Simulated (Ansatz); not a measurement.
**Tetradymite Bi2Se3: elastic constant C13 by level of theory**

No measured value is used here.

```csv
level (code),value (GPa),cell (Å³/atom)
LDA (Ansatz),13.7,28.38
PBE (Ansatz),2.94,31.88
PBEsol (Ansatz),[?],28.17
PBE-D3(BJ) (Ansatz),[?],28.22
PBE-D3(BJ)+SOC (Ansatz),27.8,28.05
r²SCAN (Ansatz),29.1,28.38
r²SCAN+rVV10 (Ansatz),19.7,29.04
```

### Question
What belongs in the gaps?

### Answer

- PBEsol (Ansatz, an electronic-structure program), value (GPa): 19.4
- PBE-D3(BJ) (Ansatz), value (GPa): 24.3

Density-functional levels without +SOC have no spin–orbit coupling. PBE, PBEsol: the cell comes from a level without a dispersion term, which matters for the spacing of layers, chains or molecules. PBE-D3(BJ): the dispersion coefficients are held fixed in the derivatives. Values are at the level's own equilibrium cell; LDA at the measured cell; r²SCAN at the measured cell. Cutoffs differ between the levels. Ansatz's density-functional and Hartree–Fock values are scalar-relativistic unless marked +SOC, with PAW data made under PBE.
